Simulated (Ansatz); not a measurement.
A nudged elastic band was laid between two geometries of BClFH + H2 (6 atoms, charge 0, multiplicity 1).

Computed with RKS B3LYP-D4/def2-SVP (Ansatz 0.2.0).

* movable images: 5
* climbing image: yes
* spring: 5.0 eV/Å²
* optimiser: quadratic models (default)
* start path: through a guess of the saddle point
* force threshold: 0.2 eV/Å
* iteration limit: 60
* end points: relaxed

First end point:

```xyz
6
Properties=species:S:1:pos:R:3
B -0.014 0.512 -0.037
F -0.073 0.878 1.224
H 1.047 0.313 -0.560
Cl -1.508 0.336 -0.939
H -0.372 -2.391 0.811
H 0.000 -2.153 1.431
```

Last end point:

```xyz
6
Properties=species:S:1:pos:R:3
B 0.105 -0.577 -0.311
F 0.103 -0.346 1.783
H 0.967 0.227 -0.521
Cl -1.590 -0.006 -0.490
H 0.275 -1.763 -0.302
H -0.782 -0.040 1.769
```

What changes between the two ends?

Bonds broken: B1–F2, H5–H6. Bonds formed: B1–H5, F2–H6. BClFH + H2 becomes BClH2 + FH.

What energy profile does the band end with?

It converged. The highest image is number 3 of 0 to 6, 46.1 kcal/mol above the first end and 14.6 kcal/mol above the last; the last end lies 31.5 kcal/mol above the first. The threshold of 0.2 eV/Å is loose, so the images may lie well off the minimum-energy path. Neighbouring images differ by up to 1.5 eV, so the band resolves the path poorly. Another band between the same ends (5 images) ends at a top of the same energy, where a vibrational analysis finds 1 clearly imaginary mode. The orbitals stay closed-shell, which can raise the energy where a bond breaks towards radicals; this wasn't checked here.

| image | path coordinate (Å) | energy (kcal/mol) | B1–F2 (Å) | H5–H6 (Å) | B1–H5 (Å) |
| --- | --- | --- | --- | --- | --- |
| 0 | 0.00 | 0.0 | 1.31 | 0.76 | 3.05 |
| 1 | 0.70 | 1.2 | 1.32 | 0.76 | 2.48 |
| 2 | 1.39 | 12.4 | 1.35 | 0.77 | 1.84 |
| 3 | 2.09 | 46.1 | 1.63 | 1.07 | 1.33 |
| 4 | 2.87 | 33.6 | 2.18 | 1.90 | 1.21 |
| 5 | 3.66 | 32.8 | 2.20 | 2.60 | 1.20 |
| 6 | 4.45 | 31.5 | 2.11 | 2.89 | 1.20 |

What is the geometry of the highest image?


```xyz
6
Properties=species:S:1:pos:R:3
B -0.063 -0.274 -0.002
F -0.113 0.103 1.585
H 0.997 0.043 -0.457
Cl -1.567 0.175 -0.825
H -0.072 -1.551 0.352
H -0.102 -1.002 1.275
```

The run took 44 s on 1 thread of Intel(R) Xeon(R) 6975P-C (Granite Rapids), on a shared host, peak memory 0.13 GiB.
